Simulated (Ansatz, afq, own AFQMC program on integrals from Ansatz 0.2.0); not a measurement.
Two steps: Ansatz 0.2.0 writes the Fock matrix and Cholesky factors of the valence space, and afq projects on them the lowest state that overlaps trial and start.

```yaml
crystal:
  periodic: [false, false, false]
  atoms:
    - {symbol: Si, position_ang: [-0.074213, -0.022926, 0.463063]}
    - {symbol: O, position_ang: [0.066525, 0.083102, -0.853194]}
    - {symbol: H, position_ang: [0.654904, -1.218744, 0.992308]}
    - {symbol: H, position_ang: [0.498387, 1.227936, 1.028824]}
    - {symbol: H, position_ang: [-0.141369, -0.689482, -1.380987]}
basis:
  gaussian: {orbitals: cc-pVDZ}
magnetization: {spin_polarized: false, initial_magnetization: 1}
correlation: {method: ccsd_t, electrons: outside_noble_gas, hamiltonian_folder: ham}
```

```sh
$ ansatz run in.yaml --threads 1 --pin off --events-out ev --progress --plain --max-ram 1382MiB
```

Options of the walk:

```
--method phaseless --trial hf --walkers 120 --populations 1 --least-time 40 --time-step 0.005 --steps-per-block 20 --equilibration-blocks 112 --max-blocks 600 --target-error 0.00129 --factor-cut 1e-05 --start spin_pure --seed 8716 --taylor-order 6
```

Times are imaginary, in 1/Eh. The walk had a cap of 1976 s.

Output of the walk:

```
orbitals 41  electrons 7 6  factors 323 of 443
reference energy -365.39548969 Eh
CCSD correlation -0.29339891 Eh in 11 cycles, weight of the determinant in the CISD state 0.9023
energy of the start -365.395490 Eh
 block  time / (1/Eh)  mean weight  energy / Eh
     1     0.100  1.0019  -365.480503
     2     0.200  1.0016  -365.544853
     3     0.300  1.0047  -365.578784
     4     0.400  1.0020  -365.610547
     5     0.500  0.9985  -365.636797
    10     1.000  0.9999  -365.650659
    86     8.600  0.9995  -365.698699
   120    12.000  1.0021  -365.669809
   171    17.100  0.9986  -365.677656
   256    25.600  0.9985  -365.685444
   341    34.100  1.0012  -365.691012
   426    42.600  0.9990  -365.710802
   511    51.100  1.0021  -365.742005
   596    59.600  1.0014  -365.674839
   613    61.300  1.0002  -365.751179
   681    68.100  0.9999  -365.707324
   698    69.800  0.9984  -365.717971
blocks merged  error / Eh  count
     1  0.000870  600
     2  0.001126  300
     4  0.001413  150
     8  0.001723  75
    16  0.001654  37
    32  0.001841  18
    64  0.002100  9
energy -365.693919 +/- 0.001841 Eh
(rows thinned)
```

The run passed its tests (sampling time, drift between the halves within three errors, error under three times the target), which doesn't prove that it has relaxed. The second half of the sampling lies below the first by 1.9 errors of their difference, so the energy may still be moving and its error bar be too small.

Against this walk (error 50.1 meV) on the same determinant: CCSD(T) 9.0 meV lower (within the noise), the released energy of a separate walk with a CISD trial 24.1 ± 54.4 meV lower (within the noise), a separate phaseless walk with a CISD trial and standard settings 57.4 ± 51.4 meV lower (within the noise). The error is statistical and leaves out the bias of the constraint.

Cautions: constraint bias not in the error; error above the target (50.1 against 35.1 meV).

The walk took 5.2 min on 1 thread of Arm Neoverse V2 (shared host). The log's last line is the phaseless energy.
